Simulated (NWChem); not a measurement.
System: phosphine (PH$_{3}$); SMILES P

Results from NWChem. Pople sets run with spherical d functions. Coordinates come from a PBE-D3(BJ)/def2-SVP optimisation. Static field.

| level | basis functions | isotropic polarisability (bohr³) | anisotropy (bohr³) | relative time |
|---|---|---|---|---|
| PBE/6-31G* | 24 | 21.1 | 2.7 | 1 |
| PBE/6-31+G* | 28 | 23.7 | 0.6 | 1 |
| PBE/def2-SVP | 33 | 22.8 | 2.5 | 1 |
| PBE/def2-SVPD | 48 | 30.6 | 0.8 | 2 |
| PBE/def2-TZVP | 55 | 27.2 | 0.9 | 3 |
| PBE/aug-cc-pVDZ | 54 | 31.6 | 1.6 | 4 |
| PBE/Sadlej pVTZ | 59 | 32.4 | 2.0 | 4 |
| PBE/def2-TZVPD | 70 | 31.8 | 1.6 | 5 |
| PBE/aug-cc-pVTZ | 119 | 32.2 | 1.9 | 20 |

The last column is a rough cost ratio, cheapest run = 1.
